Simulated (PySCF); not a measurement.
## AlCl + HF → AlF + HCl

Level: PBE in the def2-SVP basis family, all electrons, no relativity, computed in PySCF with density fitting; open shells unrestricted.

```csv
species,state and structure,E (Eh),ZPE (kJ/mol),H(298 K) − H(0) (kJ/mol),S° (J/(mol K))
AlCl,"singlet, C∞v, Al–Cl 2.162 Å",-702.13176,2.9,9.3,228.0
HF,"singlet, C∞v, H–F 0.932 Å",-100.25413,23.7,8.7,173.9
AlF,"singlet, C∞v, Al–F 1.691 Å",-341.93882,4.8,8.9,215.4
HCl,"singlet, C∞v, H–Cl 1.296 Å",-460.46126,17.4,8.7,186.9
```

(1) What is the electronic reaction energy?

(2) Add zero-point, thermal and entropy terms for 298.15 K and 1 bar.

## Answers

(1) At PBE/def2-SVP, ΔE = -37.3 kJ/mol from the differences of the total energies times 2625.5, downhill. Ligand exchange with HF takes part in thermal etching.

(2) ΔZPE = -4.4 and Δ[H(298) − H(0)] = -0.4 kJ/mol give ΔH° = -42.1 kJ/mol. ΔS° = 0.4 J/(mol K), so ΔG° = -42.1 − 298.15 × (0.0004) = -42 kJ/mol and log₁₀K = 7.4.

The structures come from searches over a few start shapes, so lower isomers are not excluded.
